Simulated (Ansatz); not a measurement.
System: fluorite SrCl₂. Method: rVV10 (Ansatz, a first-principles code, PAW).

Numerical settings: plane-wave cutoff 520 eV, 8×8×8 k mesh, Fermi–Dirac smearing 0.01 eV, scalar-relativistic PAW data made under PBE.

Cell (relaxed at this level):

SrCl₂ has the cubic space group Fm-3m (No. 225), the fluorite structure, Pearson symbol cF12. Cell: a = 6.983 Å, b = 6.983 Å, c = 6.983 Å, α = 90.00°, β = 90.00°, γ = 90.00°. Sr on 4a is coordinated by 8 Cl at 3.024 Å (cubic). Cl on 8c is surrounded by 4 Sr at 3.024 Å (tetrahedral). (Neighbours: up to the widest gap in distance over summed covalent radii, below 1.35, at either atom; cation-cation and far metal-metal contacts left out.)
(The calculation used a cell of 3 atoms; values per cell refer to that cell.)

What does this level give for the pressure derivative B′ of the bulk modulus, direct gap at Γ, band gap, bulk modulus and smallest direct gap on the k points sampled?


pressure derivative B′ of the bulk modulus: 4.5
direct gap at Γ: 5.22 eV
band gap: 4.88 eV
bulk modulus: 39.0 GPa
smallest direct gap on the k points sampled: 5.20 eV

Measured, for comparison: bulk modulus 34.3 GPa (temperature not stated, not corrected to a static lattice, from elastic constants; as tabulated in Kanchana et al., Calculated structural, elastic and electronic properties of …). Computed (rounded) less measured: bulk modulus +14 % (against room or unstated temperature, where such soft solids are markedly softer).

Spin–orbit coupling is not included.

Static lattice: no zero-point or thermal effects.

It cost very roughly 70 core-seconds of CPU time.
